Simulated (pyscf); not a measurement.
Hydrogen abstraction: O=Si(OH)–OH (SMILES O=[Si](O)O) + H• (SMILES [H]) → •O–Si(=O)–OH (SMILES [O][Si](=O)O) + H₂ (SMILES [H][H])

Gas phase, doublet surface, charge 0. Bonds broken: O3–H5. Bonds formed: H5–H7. Optimised with ωB97X-D3(BJ)/def2-SVP in PySCF.

Transition state (Å):

```xyz
7

O      1.5026     1.4789     0.1491
Si     0.3524     0.4895     0.0454
O      0.6297    -1.1375    -0.0658
O     -1.2369     0.8336     0.0267
H     -0.4671    -1.9204    -0.1426
H     -1.8915     0.1318    -0.0471
H     -1.2620    -2.2185    -0.1765
```

One imaginary mode, 1094i cm⁻¹; descent along it reached the two sides named.

```
bond   change  reactant side (Å)  saddle  product side
-----  ------  -----------------  ------  ------------
O3–H5  breaks              0.962   1.350         2.526
H5–H7   forms                2.7   0.850         0.761
```

Electronic energies relative to the separated reactants (kJ/mol):

```
level                   barrier  reaction energy  reverse barrier
----------------------  -------  ---------------  ---------------
ωB97X-D3(BJ)/def2-TZVP    105.4            +77.8             27.6
PBE/def2-TZVP              59.9            +55.2              4.7
r²SCAN/def2-TZVP           67.2            +54.8             12.4
B3LYP-D3(BJ)/def2-TZVP     70.7            +53.9             16.8
PBE0-D3(BJ)/def2-TZVP      93.9            +79.4             14.5
M06-2X/def2-TZVP          119.0            +86.9             32.2
ωB97M-D3(BJ)/def2-TZVP    107.5            +80.1             27.4
HF/def2-TZVP              147.3            +44.6            102.7
```

With ωB97M-D3(BJ)/def2-TZVP energies and thermal terms (ideal gas, 1 atm, RRHO with modes under 100 cm⁻¹ raised to 100, one conformer, R ln 2 for chiral ones without a mode under 150 cm⁻¹), in kJ/mol:

| T (K) | ΔH‡ | ΔG‡ | ΔH | ΔG |
|---|---|---|---|---|
| 298 | 96.5 | 120.6 | +75.1 | +67.1 |
| 600 | 95.5 | 145.4 | +74.8 | +58.9 |
| 900 | 94.8 | 170.6 | +73.2 | +51.2 |
| 1200 | 94.4 | 195.9 | +71.1 | +44.2 |

This is the saddle that the search found; another between the same sides may lie lower. The angle at the transferred H is 165°.
